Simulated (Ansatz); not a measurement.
A calculation with Ansatz (development build ahead of 0.2.0).

```yaml
crystal:
  periodic: [false, false, false]
  atoms:
    - { symbol: Na, position_ang: [0.0, 0.0, 1.55126] }
    - { symbol: Na, position_ang: [0.0, 0.0, -1.55126] }
basis:
  gaussian: { orbitals: cc-pCVTZ }
hamiltonian:
  xc: hf
correlation:
  method: mp2
  frozen_orbitals: { Na: 1 }
output:
  forces: true
```

The input is written out in the form of the current development build from the run's settings.

Output:

* Converged: yes
* Reference energy: -323.71524 hartree
* Correlation energy: -0.55166 hartree
* Total energy: -324.26691 hartree
* Spin squared of the determinant: 0.000
* Stability test: minimum among restricted orbitals
* Occupied orbitals by symmetry in an Abelian subgroup (alpha; beta): 4 Ag 3 B1u 1 B2g 1 B2u 1 B3g 1 B3u; 4 Ag 3 B1u 1 B2g 1 B2u 1 B3g 1 B3u

Forces (eV/Å):
| atom | Fx | Fy | Fz |
| --- | --- | --- | --- |
| Na1 | 0.000 | 0.000 | -0.019 |
| Na2 | 0.000 | 0.000 | 0.019 |
